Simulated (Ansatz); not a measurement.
The input, for Ansatz 0.2.0:

```yaml
crystal:
  periodic: [false, false, false]
  atoms:
    - {symbol: Si, position_ang: [0.000000, 0.000000, 0.477506]}
    - {symbol: C, position_ang: [0.000000, 0.000000, -1.342750]}
    - {symbol: H, position_ang: [0.000000, 1.212489, 1.347482]}
    - {symbol: H, position_ang: [0.000000, -1.212489, 1.347482]}
basis:
  gaussian: {orbitals: cc-pVDZ}
total_charge: 1
magnetization: {spin_polarized: false, initial_magnetization: 1}
correlation: {method: ccsdtq, electrons: outside_noble_gas}
```

```sh
$ ansatz run in.yaml --threads 2 --pin off --events-out ev --progress --plain --max-ram 23808MiB --backend cuda --devices 0, --max-vram 18GiB
```

Output:

```
784 factors; integrals over basis functions are off by at most 2.1e-7 eV
mean field evaluation 1: about -8909.6654 eV, gradient 1.1e1 eV
mean field evaluation 2: about -8909.6670 eV, gradient 1.1e1 eV
mean field evaluation 4: about -8910.6464 eV, gradient 1.7e0 eV
mean field evaluation 8: about -8910.6625 eV, gradient 2.6e-4 eV
mean field evaluation 16: about -8910.6609 eV, gradient 9.5e-2 eV
mean field evaluation 32: about -8910.3131 eV, gradient 1.9e0 eV
mean field evaluation 64: about -8909.5661 eV, gradient 2.2e0 eV
mean field evaluation 96: about -8909.3342 eV, gradient 4.5e0 eV
mean field evaluation 128: about -8900.1626 eV, gradient 1.8e-3 eV
mean field evaluation 160: about -8896.2457 eV, gradient 1.3e1 eV
...
cycle  14  -5.56458364 eV  change   -8.5e-5 eV  update   4.7e-5
cycle  15  -5.56462091 eV  change   -3.7e-5 eV  update   2.7e-5
cycle  16  -5.56462371 eV  change   -2.8e-6 eV  update   1.4e-5
cycle  17  -5.56461482 eV  change    8.9e-6 eV  update   7.9e-6
cycle  18  -5.56460676 eV  change    8.1e-6 eV  update   4.8e-6
cycle  19  -5.56460365 eV  change    3.1e-6 eV  update   2.9e-6
cycle  20  -5.56460546 eV  change   -1.8e-6 eV  update   2.0e-6
cycle  21  -5.56460714 eV  change   -1.7e-6 eV  update   1.3e-6
cycle  22  -5.56460803 eV  change   -8.9e-7 eV  update   1.1e-6
cycle  23  -5.56460870 eV  change   -6.7e-7 eV  update   1.1e-6
Total energy: -8916.22706757 eV, -327.6653010976 hartree
```

Ran on 2 threads of AMD EPYC 7R13 with a shared H100 80 GB, shared host: 31 s wall, 0.88 GiB peak host memory.
